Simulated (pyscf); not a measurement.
Thermochemistry of product channels of H₂N–SiH: [singlet] + F• on the doublet surface, in kcal/mol, from ωB97M-D3(BJ)/def2-TZVP energies (ideal gas, 1 atm, RRHO with modes under 100 cm⁻¹ raised to 100, one conformer, R ln 2 for rigid chiral ones). PySCF, gas phase, ωB97X-D3(BJ)/def2-SVP geometries.

```
products                      ΔE  ΔH(298 K)  ΔG(298 K)  ΔG(1200 K)
------------------------  ------  ---------  ---------  ----------
H₂N–Si:–F [singlet] + H•   -68.3      -71.1      -70.3         ___
H₂N–SiH•–F                -109.3     -108.4     -101.1       -79.3
•HN–SiH₂–F                 -91.7      -93.2      -85.3       -61.8
NH₂• + F–SiH: [singlet]      ___      -35.8      -38.5       -45.7
[HN=Si–F]• + H₂            -61.8      -66.0      -66.5         ___
```

Question: Complete the blanks.

Answer: 
- H₂N–Si:–F [singlet] + H•, ΔG(1200 K): -69.4
- NH₂• + F–SiH: [singlet], ΔE: -32.7
- [HN=Si–F]• + H₂, ΔG(1200 K): -69.5

These are energies of the channels, which say nothing of barriers. Left out: orbital degeneracy and the spin-orbit lowering of F.
